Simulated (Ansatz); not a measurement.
# SiPH4 (SMILES [SiH2]P): UCCSDT(Q)/STO-3G

What is the vertical electron affinity of SiPH4 at UCCSDT(Q)/STO-3G? 

The results are computed with Ansatz 0.2.0.

47 further runs of the same task are left out: 47 set aside as unsound or not needed.

### 1 The molecule

The species is SiPH4 (6 atoms), meant as a doublet with charge 0. As SMILES, `[SiH2]P`. Geometry: relaxed at GFN2-xTB. This is one conformer, not always the lowest.

Bond lengths: Si1–P2 2.220 Å, Si1–H3 1.467 Å, Si1–H4 1.466 Å, P2–H5 1.384 Å, P2–H6 1.384 Å. Angles: Si1–P2–H5 96.4°, Si1–P2–H6 96.4°, P2–Si1–H3 109.7°, P2–Si1–H4 109.7°, H5–P2–H6 92.6°, H3–Si1–H4 109.1°.

### 2 A single-point energy at UCCSDT(Q)/STO-3G

Contents of input.yaml:

```yaml
crystal:
  periodic: [false, false, false]
  atoms:
    - {symbol: Si, position_ang: [0.127020, -0.986120, -0.104660]}
    - {symbol: P, position_ang: [-0.338670, 1.170000, 0.142220]}
    - {symbol: H, position_ang: [-0.300620, -1.724700, 1.087920]}
    - {symbol: H, position_ang: [-0.579260, -1.514310, -1.276300]}
    - {symbol: H, position_ang: [0.434680, 1.617150, -0.915300]}
    - {symbol: H, position_ang: [0.656850, 1.437980, 1.066130]}
basis:
  gaussian:
    orbitals: STO-3G
magnetization:
  spin_polarized: true
  initial_magnetization: 1
correlation:
  method: ccsdt_q
  frozen_orbitals: {H: 0, P: 5, Si: 5}
accuracy: high
scf:
  omitted_lower_state_checks: [cluster_reference, increment]
```

Started as:

```sh
$ ansatz run input.yaml --threads 1 --pin off --max-ram 2610MiB --events-out events.jsonl --progress --plain --runs-dir runs
```

The log of the run, shortened:

```text
Warning: RAYON_NUM_THREADS=1 ignored (pool sized by the plan → 1); use --threads N
Functional definition: HF
  name "HF"
[...]
391 factors; integrals over basis functions are off by at most 2.7e-9 eV
[...]
mean field -17001.45558586 eV, -624.7919687797 hartree, gradient 8.1e-8 eV, S^2 0.752357; 0 other end points of the search recorded, 0 dependent functions left out
10 core orbitals not correlated: weight in the atoms' cores, before any rotation towards them, 1.000 or more for the frozen orbitals, at most 0.000 for the correlated occupied ones
reference -17001.45558586 eV, -624.7919687797 hartree; 7, 6 occupied and 5, 6 virtual orbitals, 391 factors
second order -1.77098384 eV of doubles, -0.00000000 eV of singles
cycle   1  -2.30138331 eV  change   -5.3e-1 eV  update   6.4e-2
[...]
cycle  24  -2.62928184 eV  change  -1.3e-10 eV  update  4.8e-10
perturbative correction -0.00074435 eV, -0.0000273544 hartree
Total energy: -17004.08561205 eV, -624.8886204597 hartree
Checks for a lower state left out: cluster_reference, increment
```

Wall time 0.76 s (1 thread of AMD EPYC 9R14 (Zen 4), shared host).

### 3 The singlet anion, same level

input.yaml, as its differences from that of step 2:

```diff
@@ -12,5 +12,3 @@
     orbitals: STO-3G
-magnetization:
-  spin_polarized: true
-  initial_magnetization: 1
+total_charge: -1
 correlation:
```

Started as:

```sh
$ ansatz run input.yaml --threads 1 --pin off --max-ram 2610MiB --events-out events.jsonl --progress --plain --runs-dir runs
```

The log of the run, shortened:

```text
Warning: RAYON_NUM_THREADS=1 ignored (pool sized by the plan → 1); use --threads N
[... 2 set-up lines as earlier in the session ...]
[...]
391 factors; integrals over basis functions are off by at most 2.7e-9 eV
[...]
mean field -16996.07332007 eV, -624.5941741604 hartree, gradient 3.4e-8 eV, S^2 0.000000; 0 other end points of the search recorded, 0 dependent functions left out
10 core orbitals not correlated: weight in the atoms' cores, before any rotation towards them, 1.000 or more for the frozen orbitals, at most 0.000 for the correlated occupied ones
reference -16996.07332007 eV, -624.5941741604 hartree; 7, 7 occupied and 5, 5 virtual orbitals, 391 factors
second order -1.71538539 eV of doubles, -0.00000000 eV of singles
cycle   1  -2.22114080 eV  change   -5.1e-1 eV  update   6.1e-2
[...]
cycle  20  -2.51263560 eV  change  -5.5e-10 eV  update  2.0e-10
perturbative correction 0.00000419 eV, 0.0000001542 hartree
Total energy: -16998.58595148 eV, -624.6865116615 hartree
Checks for a lower state left out: cluster_reference, increment
```

It took 0.26 s on 1 thread of AMD EPYC 9R14 (Zen 4), shared host.

### 4 Summary of results

At UCCSDT(Q)/STO-3G, 10 core orbitals frozen:

| quantity | value |
| --- | --- |
| doublet SiPH4: total energy | -624.88862 Eh |
| doublet SiPH4: correlation energy (10 core orbitals frozen) | -96.7 mEh |
| doublet SiPH4: ⟨S²⟩ of the reference determinant | 0.752 |
| doublet SiPH4: T1 diagnostic | 0.009 |
| singlet anion: total energy | -624.68651 Eh |
| singlet anion: correlation energy (10 core orbitals frozen) | -92.3 mEh |
| singlet anion: T1 diagnostic | 0.007 |
| vertical electron affinity (to the singlet anion) | -5.500 eV |

In words: The anion lies 5.50 eV (127 kcal/mol) above the neutral: the electron isn't bound at this level, and such a value depends on the basis. Without diffuse functions anions come out too high. In a minimal basis such a difference can be off by several eV, whatever the method.
